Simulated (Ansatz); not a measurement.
AlH2(OH) (AlOH₃). The state is a triplet with charge 0. Geometry r2SCAN-D4/def2-TZVP, that of the neutral singlet; atoms count from 1.

```xyz
5

Al   -0.252   -0.370   -0.249
H     0.797   -0.827   -1.343
H    -1.691   -0.988   -0.081
O     0.150    0.868    0.840
H     0.996    1.317    0.834
```

At PBE0-D4/def2-TZVP a singlet of charge 0 lies 5.42 eV below the triplet at the same geometry.

(1) Estimate the Mulliken populations from the PBE0/def2-TZVP orbitals of Ansatz.

(2) Where does the spin sit?

(3) And the Mayer bond orders between heavy atoms (over 0.3)?

Answers

(1) 
| atom | charge (e) | spin (α − β) |
| --- | --- | --- |
| Al1 | -0.04 | 1.12 |
| H2 | 0.13 | 0.43 |
| H3 | 0.07 | 0.29 |
| O4 | -0.49 | 0.17 |
| H5 | 0.32 | 0.00 |
Mulliken values depend strongly on the basis.

(2) Summed by element: Al 1.12, H 0.72, O 0.17, of 2 unpaired in all. Largest on single atoms: Al1 1.12, H2 0.43, H3 0.29.

(3) Al1–O4 1.16 (1.70 Å).
